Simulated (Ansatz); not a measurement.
# Isomers

Structures of CH₃MgO (charge +1), singlet, relaxed at PBE0-D4/def2-TZVP (vibrations not checked; lower isomers may exist, and structures with a doubtful reference or unclear bonds are left out). Computed with Ansatz 0.2.0 (basis: def2-TZVPP); correlated methods freeze the cores. The outer core shell of Li, Na, Mg and K is correlated. The def2 sets are not built for correlating such inner shells, so the correlated values are less sure here. B3LYP uses VWN-RPA correlation.

Problem. Rank them by CCSD(T) energy, lowest first, and give each one's height above the lowest. Links in brackets join atoms within 1.22 times the sum of their covalent radii (1.1 for two metals). (Judge from chemistry; the value comes from the calculation.)
A.
CH₃MgO ([CH2][O][MgH]), total charge +1
```
6
angstrom
C -0.3164 -0.3403 -1.2675
O -0.0283 -0.0333 -0.1258
Mg 0.4275 0.4591 1.7057
H -1.2776 -0.0333 -1.6993
H 0.3819 -0.9276 -1.8775
H 0.8130 0.8754 3.2644
```
B.
CH₃MgO ([OH][CH][MgH]), total charge +1
```
6
angstrom
O -0.1350 0.6893 -1.2608
C -0.4279 -0.1752 -0.3821
Mg 0.7814 -0.2098 1.5129
H -1.2701 -0.8251 -0.6709
H -0.6774 0.6812 -2.0761
H 1.6764 -0.2378 2.9159
```
C.
CH₃MgO ([CH3][O][Mg]), total charge +1
```
6
angstrom
C -0.2434 -0.5038 -1.3771
O 0.2115 0.0095 -0.1516
Mg 0.2740 0.3828 1.5162
H -1.2148 -0.0798 -1.6422
H 0.4767 -0.2404 -2.1564
H -0.3313 -1.5920 -1.3368
```

Solution. By the calculation: A (0.00 kcal/mol), C (4.52 kcal/mol), B (41.25 kcal/mol). Heights count from the lowest.

Problem. Do PBE-D4, r2SCAN-D4, PBE0-D4, B3LYP-D4, wB97M-V, HF, MP2 give the same order? (A judgement: the text doesn't fix the answer.)

Solution. Computed: Lowest first: MP2 C < A < B. The others agree with CCSD(T).

The T1 diagnostic stays at or below 0.016.

For scale, one of the runs: CCSD(T)/def2-TZVPP, 136 basis functions, launched by `ansatz run in.yaml --threads 2 --pin off --events-out ev --progress --plain --max-ram 4352MiB`. Hardware: 2 CPU threads of an Arm Neoverse V2, shared host. Wall time 17 s; peak host memory 0.83 GiB.
